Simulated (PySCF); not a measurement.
Reaction (SMILES): O (H2O) → [OH-] + H+
B3LYP-D3(BJ)/def2-TZVP geometries, fixed; electronic energies without zero-point terms.
Largest species:
```xyz
3

O      0.0070     0.0013     0.1167
H     -0.0500     0.7593    -0.4742
H     -0.0062    -0.7700    -0.4592
```

Basis-set convergence of the deprotonation energy at PBE with PySCF. All functions are spherical. Density fitting with generated auxiliary sets. No added dispersion term, no relativity. Functions are those of the species that has most. Reference: the value in aug-pcseg-3, 392.00 kcal/mol, itself unsure by roughly 0.59 kcal/mol (its mean distance from aug-cc-pVQZ, def2-QZVPPD). Deviations are taken from unrounded values.

```tsv
basis	functions	deprotonation energy (kcal/mol)
cc-pVDZ	24	439.50
aug-cc-pVDZ	41	391.49
def2-SVP	24	437.68
def2-SVPD	39	391.59
pcseg-1	24	424.59
aug-pcseg-1	41	390.09
6-311G**	30	429.67
6-311+G**	34	394.13
def2-TZVP	43	408.82
def2-TZVPD	58	391.75
cc-pVTZ	58	420.15
aug-cc-pVTZ	92	392.79
pcseg-2	58	403.99
aug-pcseg-2	92	392.06
def2-TZVPP	59	409.81
def2-TZVPPD	74	392.48
cc-pVQZ	115	410.51
aug-cc-pVQZ	172	392.81
def2-QZVPP	117	401.55
def2-QZVPPD	132	392.37
pcseg-3	126	395.75
aug-pcseg-3	183	392.00
```

What the diffuse functions change, pair by pair:
- cc-pVDZ to aug-cc-pVDZ: 17 more functions, deviation 47.50 to -0.51 kcal/mol
- def2-SVP to def2-SVPD: 15 more functions, deviation 45.68 to -0.41 kcal/mol
- pcseg-1 to aug-pcseg-1: 17 more functions, deviation 32.59 to -1.91 kcal/mol
- 6-311G** to 6-311+G**: 4 more functions, deviation 37.67 to 2.14 kcal/mol
- def2-TZVP to def2-TZVPD: 15 more functions, deviation 16.82 to -0.25 kcal/mol
- cc-pVTZ to aug-cc-pVTZ: 34 more functions, deviation 28.15 to 0.79 kcal/mol
- pcseg-2 to aug-pcseg-2: 34 more functions, deviation 11.99 to 0.06 kcal/mol
- def2-TZVPP to def2-TZVPPD: 15 more functions, deviation 17.81 to 0.48 kcal/mol
- cc-pVQZ to aug-cc-pVQZ: 57 more functions, deviation 18.52 to 0.82 kcal/mol
- def2-QZVPP to def2-QZVPPD: 15 more functions, deviation 9.55 to 0.37 kcal/mol
- pcseg-3 to aug-pcseg-3: 57 more functions, deviation 3.75 to 0.00 kcal/mol

Leaving out the reference's own pair, they bring the value nearer the reference by more than 0.59 kcal/mol in 10 of 10 pairs.
